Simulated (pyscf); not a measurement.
Optimised with ωB97X-D3(BJ)/def2-SVP in PySCF.

Problem. For the elementary gas-phase step F–CH₂–C•(F)–F (SMILES FC[C](F)F) -> F–CH•–CH(F)–F (SMILES F[CH]C(F)F) (doublet surface; C–H broken, C–H formed), what barrier and reaction energy does B3LYP-D3(BJ)/def2-TZVP give, measured from the reactant's lowest minimum found?

Solution. ΔE‡ = 224.4 kJ/mol, ΔE = -1.6 kJ/mol. ωB97M-D3(BJ)/def2-TZVP gives 226.1 kJ/mol and -3.6 kJ/mol. Zero-point energy shifts the barrier by -14.9 kJ/mol. It is a hydrogen shift, with an imaginary mode of 2212i cm⁻¹. The same reactants have a lower exit, to •HC=C(F)–F + HF (barrier +185.9 kJ/mol at ωB97M-D3(BJ), against +226.1 kJ/mol here). F–CH₂–C•(F)–F lies 62.0 kJ/mol over its isomer •H₂C–C(F)(F)–F, and others may lie lower still (electronic energy, ωB97M-D3(BJ)). F–CH•–CH(F)–F lies 58.4 kJ/mol over its isomer •H₂C–C(F)(F)–F, and others may lie lower still (electronic energy, ωB97M-D3(BJ)). This is the saddle that the search found; another between the same sides may lie lower.
